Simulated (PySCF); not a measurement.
H: electron affinity

H⁻ 1s2 (1S) → H 1s1 (2S), as a difference of total energies. Computed with PySCF 2.14 in dyall-av2z (7s2p, 13 functions), with no relativity, point nucleus. Correlated levels: valence: nothing frozen; virtual orbitals above 40 to 60 times the deepest correlated orbital energy dropped. The calculations carry no spin-orbit coupling.

| method | electron affinity (eV) |
| --- | --- |
| UHF | -0.330 |
| PBE | 0.708 |
| PBE0 | 0.616 |
| r2SCAN | 0.715 |
| r2SCANh | 0.690 |
| wB97X-V | 0.704 |
| TPSS | 0.797 |
| MP2 (valence) | 0.369 |

Task: Estimate what SCS-MP2 (valence) gives.

Result: 0.509 eV, closest to PBE0 among the rows shown.

Task: Estimate what LDA gives.

Result: 0.928 eV, closest to TPSS among the rows shown.

Errors of the correlated levels include the incompleteness of this basis.

A negative affinity means that the anion lies above the atom at that level of theory.

In the anion the highest occupied orbital energy is positive at LDA, PBE, PBE0, r2SCAN, r2SCANh, TPSS, a self-interaction effect; the basis confines that electron, and the energy difference can still be sensible.

For comparison: 0.754 eV (measured; photodetachment measurements, as compiled on the Wikipedia data page of electron affinities).
